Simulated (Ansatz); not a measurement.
All values below come from PBE0-D4/def2-TZVP (Ansatz, a first-principles code). No frequencies were computed at this level.

Ansatz 0.2 input:
```yaml
crystal:
  periodic: [false, false, false]
  atoms:
    - { symbol: O, position_ang: [0.481665, -0.000003, -0.000002] }
    - { symbol: H, position_ang: [-0.481665, 0.000003, 0.000002] }
basis:
  gaussian: { orbitals: def2-tzvp }
hamiltonian:
  xc: pbe0
  dispersion: d4
relax:
  max_steps: 150
magnetization:
  spin_polarized: true
  initial_magnetization: 1
```

Output:

```
Functional definition: PBE0
195 factors; their error is unknown
mean field evaluation 1: about -2058.4016 eV, gradient 1.8e1 eV
mean field evaluation 2: about -2058.0584 eV, gradient 2.1e1 eV
mean field evaluation 4: about -2059.5033 eV, gradient 5.7e-2 eV
mean field evaluation 8: about -2059.5063 eV, gradient 3.1e-3 eV
mean field -2059.50630729 eV, -75.6854608093 hartree, gradient 3.7e-5 eV, S^2 0.752566; 0 other end points of the search recorded, 0 dependent functions left out
reference -2059.50631902 eV, -75.6854612403 hartree; 5, 4 occupied and 32, 33 virtual orbitals, 195 factors
relax step   1: F+E_penalty+E_count = -2059.50787715 eV  Δ(F+E_penalty+E_count) = +0.000e0 eV  max|allowed force component| = 4.965e-1 eV/Å  Δτ_max = 0.0000 Å  (24 SCF iters, accepted)
these checks for a lower state are left out or cut short: starts, cluster_reference, orbital_swaps, neighbouring_geometries, increment
195 factors; their error is unknown
mean field evaluation 16: about -2059.5085 eV, gradient 1.5e-1 eV
mean field -2059.50856010 eV, -75.6855435986 hartree, gradient 6.1e-6 eV, S^2 0.752591; 0 other end points of the search recorded, 0 dependent functions left out
reference -2059.50857190 eV, -75.6855440324 hartree; 5, 4 occupied and 32, 33 virtual orbitals, 195 factors
relax step   2: F+E_penalty+E_count = -2059.51013668 eV  Δ(F+E_penalty+E_count) = -2.260e-3 eV  max|allowed force component| = 1.206e-1 eV/Å  Δτ_max = 0.0037 Å  (30 SCF iters, accepted)
these checks for a lower state are left out or cut short: starts, cluster_reference, orbital_swaps, neighbouring_geometries, increment
195 factors; their error is unknown
mean field -2059.50870476 eV, -75.6855489146 hartree, gradient 6.1e-6 eV, S^2 0.752600; 0 other end points of the search recorded, 0 dependent functions left out
reference -2059.50871658 eV, -75.6855493493 hartree; 5, 4 occupied and 32, 33 virtual orbitals, 195 factors
relax step   3: F+E_penalty+E_count = -2059.51028350 eV  Δ(F+E_penalty+E_count) = -1.468e-4 eV  max|allowed force component| = 2.701e-3 eV/Å  Δτ_max = 0.0012 Å  (31 SCF iters, accepted)
195 factors; their error is unknown
mean field evaluation 32: about -2059.5087 eV, gradient 1.5e-1 eV
mean field -2059.50870476 eV, -75.6855489146 hartree, gradient 6.1e-6 eV, S^2 0.752600; 1 other end points of the search recorded, 0 dependent functions left out
reference -2059.50871658 eV, -75.6855493493 hartree; 5, 4 occupied and 32, 33 virtual orbitals, 195 factors
Total energy: -2059.51029532 eV, -75.6856073670 hartree
Atom 0 at     0.486538    -0.000003    -0.000002 Å, force     0.002701    -0.000000    -0.000000 eV/Å
Atom 1 at    -0.486538     0.000003     0.000002 Å, force    -0.002701     0.000000     0.000000 eV/Å
Dipole moment:    -0.368205     0.000002     0.000002 e Å
```

Cost: around 1.9 core-seconds (rough).
